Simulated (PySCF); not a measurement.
**CH6OSi**

CH6OSi is a small molecule, neutral, singlet. The structure, one conformer, was relaxed in the gas phase by PBE0-D3(BJ)/def2-SVP. No frequency run checks that it is a minimum.

SMILES: CO[SiH3]

```xyz
9

Si    0.025    0.699    1.189
O    -0.319    0.508   -0.426
C     0.013   -0.635   -1.163
H     1.500    0.611    1.437
H    -0.645   -0.359    2.010
H    -0.481    2.043    1.574
H    -0.316   -0.492   -2.204
H    -0.483   -1.542   -0.771
H     1.104   -0.821   -1.174
```
(Å; atoms numbered from 1)

Shieldings: GIAO PBE0/pcSseg-2. Shifts are against computed references at the same level: C TMS (σ 184.1 ppm), H TMS (σ 31.24 ppm), Si TMS (σ 341.3 ppm). Core levels by delta-SCF with SCAN, pcX-2 on the ionised atom and pcseg-1 elsewhere, spin-free X2C (2p3/2 is the spin-free 2p value less a third of a first-order spin-orbit splitting); from the vacuum level, for chosen atoms.

Give the NMR and core-level values of the distinct atoms.


| atoms | bonded to | σ (ppm) | δ (ppm) | core level (eV) |
| --- | --- | --- | --- | --- |
| Si1 | 1 O + 3 H | 373.1 | -31.8 | 2p3/2 107.49 |
| O2 | 1 C + 1 Si | 337.5 | - | 1s 538.21 |
| C3 | 1 O + 3 H | 128.3 | 55.8 | 1s 292.55 |
| H4 H5 H6 | 1 Si | 26.37 | 4.87 | - |
| H7 H8 H9 | 1 C | 27.73 | 3.52 | - |

Values are those of this one static structure, with the three H of a rotating XH3 group averaged; atoms that internal rotation interchanges would show their mean in an NMR spectrum.

By CAM-B3LYP/def2-SVPD (TDDFT singlets, Tamm-Dancoff triplets, ionisation by delta-SCF), where does absorption start, and what does vertical ionisation take?

The lowest singlet lies at 7.10 eV (f 0.001), the strongest of the first 6 at 8.04 eV (f 0.051), the lowest triplet at 6.76 eV; vertical ionisation takes 10.59 eV.
